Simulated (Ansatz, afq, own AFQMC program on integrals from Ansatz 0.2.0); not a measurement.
Two steps: Ansatz 0.2.0 writes the Fock matrix and Cholesky factors of the valence space, and afq projects on them the lowest state that overlaps trial and start.

```yaml
crystal:
  periodic: [false, false, false]
  atoms:
    - {symbol: C, position_ang: [-0.909959, -1.220716, -0.198763]}
    - {symbol: H, position_ang: [-0.377683, -2.033171, 0.296616]}
    - {symbol: H, position_ang: [-1.629926, -0.620944, 0.358633]}
    - {symbol: H, position_ang: [-0.722432, -1.008169, -1.251587]}
basis:
  gaussian: {orbitals: def2-SVP}
magnetization: {spin_polarized: true, initial_magnetization: 1}
correlation: {method: ccsd_t, electrons: outside_noble_gas, hamiltonian_folder: ham}
```

```sh
$ ansatz run in.yaml --threads 1 --pin off --events-out ev --progress --plain --max-ram 24576MiB --backend cuda --devices 0, --max-vram 18GiB
```

Options of the walk:

```
--method free --trial cisd --walkers 4000 --time-step 0.03 --max-blocks 4000 --target-error 0.00019 --factor-cut 1e-05 --seed 4210 --times 0,0.3,0.6,1.2,1.8,2.4,3.6,4.8,6 --taylor-order 8
```

Times are imaginary, in 1/Eh. The walk had a cap of 61 s.

afq prints:

```
orbitals 28  electrons 4 3  factors 216 of 306
reference energy -39.53276666 Eh
CCSD correlation -0.14882495 Eh in 8 cycles, weight of the determinant in the CISD state 0.9423
repeat  energy at the last time / Eh  error
    10  -39.684865  0.000127
    20  -39.684814  0.000077
    30  -39.684857  0.000067
time / (1/Eh)  energy / Eh  error  mean overlap
  0.00  -39.681587  0.000008  1.0613
  0.30  -39.683831  0.000017  1.0609
  0.60  -39.684451  0.000020  1.0596
  1.20  -39.684720  0.000023  1.0582
  1.80  -39.684786  0.000024  1.0582
  2.40  -39.684808  0.000027  1.0563
  3.60  -39.684780  0.000038  1.0590
  4.80  -39.684741  0.000050  1.0654
  6.00  -39.684858  0.000065  1.0586
energy -39.684858 +/- 0.000065 Eh
```

The run passed its tests (error under three times the target), which doesn't prove that it has relaxed.

Against this walk (error 1.8 meV) on the same determinant: CCSD(T) 16.2 meV higher, CCSDT(Q) 2.7 meV higher (within the noise), CCSDTQ 2.5 meV higher (within the noise), full CI (a separate run on its own orbitals, whose frozen core shifts it by up to a few meV) 3.1 meV higher (within the noise). The error is statistical, and a free projection of finite length keeps a remainder of its start.

Cautions: remainder of the start not in the error; full CI with its own frozen core.

The walk took 20 s on 2 threads of a server CPU with a shared H100 80 GB, shared host (the card was shared). The log's last line is the free-projection energy.

CCSDT and higher add their correlation energy to the determinant of the CCSD(T) run, since their own runs factorise the integrals more tightly (a shift of under 2 meV).
